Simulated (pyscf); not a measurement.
This saddle point was located with ωB97X-D3(BJ)/def2-SVP in PySCF.

```xyz
4

S      0.8084     0.1849    -0.0987
H      0.1244    -0.7732    -0.9374
H     -0.1064     1.1474    -0.3212
O     -0.3513    -0.8302    -2.2086
```
Charge 0, spin multiplicity 3.

Surface: triplet, charge 0. Lowest wavenumbers (cm⁻¹): 1189i, 210, 303, 945, 1482.

Q: Which two sides does it connect, and which bonds change?

A: `[SH2]` + `[O]` [triplet] ⇌ `[SH]` [doublet] + `[OH]` [doublet], a hydrogen abstraction read from left to right: H–S broken and H–O formed. At CCSD(T)/def2-TZVPP + ΔMP2(QZVPP) it lies +8.3 kcal/mol from the left side and +18.9 kcal/mol from the right (each side as separated species at their lowest minima found). On the product side the descent ends in a bound adduct, 11.8 kcal/mol under the separated species and 26.9 kcal/mol under the saddle at ωB97X-D3(BJ)/def2-TZVP. At ωB97X-D3(BJ) the barrier from the zero used here is 4.6 kcal/mol. SH• + OH• also meet on a surface of lower spin, which isn't treated here. One saddle was located; it need not be the lowest between these sides. The angle at the transferred H is 137°. The CCSD(T) − MP2 part came from Ansatz, without density fitting, on the same reference. Left out: the spin-orbit lowering of OH, O, SH.
